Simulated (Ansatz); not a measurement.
Relaxation of C2H6O2 (10 atoms, charge 0, multiplicity 1), to a largest force component of 0.015 eV/Å in at most 40 steps.

Theory: RKS r2SCAN-D4/def2-SVP (Ansatz).

```xyz
10
Properties=species:S:1:pos:R:3:forces:R:3
C -0.027 1.267 -0.514 -2.45 1.55 -0.49
O -0.419 0.344 0.459 0.58 -0.21 -0.08
C -0.053 0.823 1.722 -4.62 1.26 0.78
O -0.628 0.033 2.717 1.26 -2.90 -1.35
H -0.361 0.954 -1.540 0.44 -0.18 0.77
H -0.622 2.249 -0.310 0.92 -0.97 -0.39
H 1.024 1.530 -0.494 0.83 -0.06 -0.05
H -0.530 1.875 1.892 0.80 -1.13 -0.31
H 0.967 0.886 1.844 3.32 0.22 0.04
H -0.295 -0.917 2.438 -1.07 2.42 1.10
```

Problem. Where does it end, and by what steps?

Solution. The run converged. The force dipped under the threshold on the way, but the program's further checks kept it going. After 9 steps the energy has fallen by 0.483 eV; H6 moved furthest, 0.22 Å.

```
step  energy less start (eV)  largest force component (eV/Å)  accepted
   0                  0.0000                           4.620       yes
   1                 -0.4180                           1.378       yes
   2                 -0.4733                           0.457       yes
   3                 -0.4792                           0.231       yes
   4                 -0.4824                           0.062       yes
   5                 -0.4821                           0.097        no
   6                 -0.4826                           0.008       yes
   7                 -0.4827                           0.017       yes
   8                 -0.4827                           0.018       yes
   9                 -0.4828                           0.005       yes
```

```xyz
10
Properties=species:S:1:pos:R:3
C -0.051 1.307 -0.525
O -0.528 0.448 0.474
C -0.151 0.854 1.765
O -0.584 -0.077 2.684
H -0.372 0.905 -1.496
H -0.456 2.335 -0.420
H 1.057 1.378 -0.520
H -0.628 1.820 2.033
H 0.959 1.000 1.786
H -0.189 -0.924 2.435
```

Run time: 13 s on 2 threads of Intel(R) Xeon(R) Platinum 8488C (Sapphire Rapids), with other jobs on the host, peak memory 0.15 GiB.
